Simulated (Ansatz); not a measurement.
# C2Cl3N: the cost of one run

Computed with Ansatz 0.2.0 (the levels named in each step, unless a step's input says otherwise).

## 1. The structure to begin with

Bond lengths: N1–C2 1.141 Å, C2–C3 1.441 Å, C3–Cl4 1.785 Å, C3–Cl5 1.784 Å, C3–Cl6 1.784 Å. Angles: N1–C2–C3 179.7°, C2–C3–Cl4 108.9°, C2–C3–Cl5 109.0°, C2–C3–Cl6 109.2°, Cl4–C3–Cl5 109.9°, Cl4–C3–Cl6 109.9°, Cl5–C3–Cl6 109.9°.

As a file:

```xyz
6

N     2.6385   -0.0779    0.0262
C     1.4979   -0.0481    0.0131
C     0.0578   -0.0038   -0.0003
Cl   -0.4644    1.6565   -0.3958
Cl   -0.5517   -0.4658    1.6109
Cl   -0.5533   -1.1416   -1.2305
```

## 2. A rough first relaxation, PBE-D4/def2-SVP

Input file input.yaml:

```yaml
crystal:
  periodic: [false, false, false]
  atoms:
    - { symbol: "N", position_ang: [2.63855, -0.0779, 0.02619] }
    - { symbol: C, position_ang: [1.49793, -0.04807, 0.01309] }
    - { symbol: C, position_ang: [0.05779, -0.00376, -0.00033] }
    - { symbol: Cl, position_ang: [-0.46441, 1.65649, -0.39582] }
    - { symbol: Cl, position_ang: [-0.55172, -0.46579, 1.61089] }
    - { symbol: Cl, position_ang: [-0.55332, -1.14159, -1.23048] }
basis:
  gaussian: { orbitals: def2-SVP }
hamiltonian:
  xc: pbe
  dispersion: d4
relax:
  f_tol: 0.03
  max_steps: 200
```

Started as:

```
> ansatz run input.yaml --threads 4 --pin off --max-ram 10240MiB --backend cpu --events-out ev --progress --plain --runs-dir out
```

Q: Estimate wall time and peak memory on 4 threads of AMD EPYC 7B13 (Zen 3), shared host.

About 4.2 s, with a peak of 0.17 GiB.
